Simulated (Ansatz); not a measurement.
**BH⁻, quartet: stretch scan**

Starting geometry (PBE0/def2-TZVPD stationary point for this spin):

```yaml
atoms:
  - { symbol: B, position_ang: [0.0000, 0.0000, 0.0000] }
  - { symbol: H, position_ang: [0.0000, 0.0000, 1.2058] }
```

From there H2 moves along the line of the two atoms named below, all else staying in place; atoms are numbered as listed. Energies are in kcal/mol, counted from the starting geometry at the same level. Kohn–Sham curves are unrestricted where that lies lower.

Basis aug-cc-pVDZ; Ansatz 0.2.0. Correlated methods freeze the noble-gas cores.

The highest occupied Kohn–Sham level of the anion is positive, up to +1.88 eV, so in those functionals the extra electron is held by the basis alone, which enters their differences from the reference.

In so small a basis the reference is far from its limit while semilocal and hybrid functionals are nearer theirs (RPA and double hybrids share part of the reference's basis error), so the functionals' errors here hold much of the reference's basis and frozen-core error, which can add to them or hide them.

Full CI is exact within this basis and frozen core; it isn't the basis-set limit.

| distance B1-H2 (Å) | full CI | PBE | r2SCAN | PBE0 | B3LYP | r2SCANh | BHLYP | wB97M-V | B2PLYP | RPA-PBE |
| --- | --- | --- | --- | --- | --- | --- | --- | --- | --- | --- |
| 0.977 | 23.2 | 22.6 | 21.9 | 22.0 | 21.3 | 21.8 | 20.6 | 21.1 | 21.6 | 23.6 |
| 1.069 | 7.5 | 7.3 | 6.8 | 6.8 | 6.5 | 6.7 | 6.1 | 6.4 | 6.6 | 7.8 |
| 1.206 | 0.0 | 0.0 | 0.0 | 0.0 | 0.0 | 0.0 | 0.0 | 0.0 | 0.0 | 0.0 |
| 1.352 | 3.1 | 3.3 | 3.8 | 3.9 | 3.9 | 3.9 | 4.5 | 4.1 | 3.9 | 2.9 |
| 1.485 | 10.4 | 10.8 | 11.8 | 12.0 | 11.7 | 12.0 | 12.8 | 12.4 | 11.8 | 10.1 |
| 1.651 | 21.3 | 22.2 | 23.5 | 24.0 | 23.1 | 23.9 | 24.6 | 24.5 | 23.4 | 20.9 |
| 1.910 | 36.6 | 38.6 | 40.1 | 41.0 | 38.4 | 40.5 | 39.8 | 41.4 | 39.2 | 36.0 |
| 2.262 | 48.9 | 52.7 | 53.9 | 54.6 | 50.4 | 54.0 | 50.6 | 53.1 | 50.9 | 47.3 |
| 2.601 | 53.6 | 58.4 | 60.4 | 59.5 | 55.2 | 60.4 | 54.6 | 56.5 | 55.1 | 50.1 |
| 3.204 | 56.1 | 61.1 | 64.9 | 61.8 | 57.9 | 64.7 | 56.9 | 58.0 | 57.4 | 50.7 |
| 4.202 | 57.2 | 62.0 | 66.7 | 62.6 | 58.9 | 66.4 | 57.8 | 58.4 | 58.3 | 51.1 |

r2SCANh at 4.202 Å lies 9.2 kcal/mol (16 %) above the reference in this basis. r2SCAN at 4.202 Å lies 9.5 kcal/mol (17 %) above the reference in this basis. PBE at 4.202 Å lies 4.8 kcal/mol (8 %) above the reference in this basis. PBE0 at 4.202 Å lies 5.4 kcal/mol (9 %) above the reference in this basis.
